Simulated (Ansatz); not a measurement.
OSi, SMILES `[O+]#[Si-]` (lower singlet) (charge 0, multiplicity 1). This singlet lies 3.87 eV below the relaxed triplet at the level frozen-core full CI/6-31g // B3LYP-D3(BJ)/def2-TZVP (Ansatz, a program for electronic structure).

Cartesian coordinates (Å):
SMILES: [Si-]#[O+]
```xyz
2

O      0.7566     0.0000     0.0000
Si    -0.7566     0.0000     0.0000
```
Charge 0, multiplicity 1.

Frozen-core energies in cc-pVDZ from Ansatz at a geometry from B3LYP-D3(BJ)/def2-TZVP; the HF reference has <S^2> = 0.00 and the T1 diagnostic is 0.031.

| level | energy (Ha) | difference from CCSDTQ (mHa) |
|---|---|---|
| HF | -363.78986 | 292.63 |
| MP2 | -364.06320 | 19.28 |
| CCSD | -364.06885 | 13.63 |
| CCSD(T) | -364.08051 | 1.98 |
| CCSDT | -364.08115 | 1.34 |
| CCSDT(Q) | -364.08286 | -0.38 |
| CCSDTQ | -364.08249 | 0.00 |
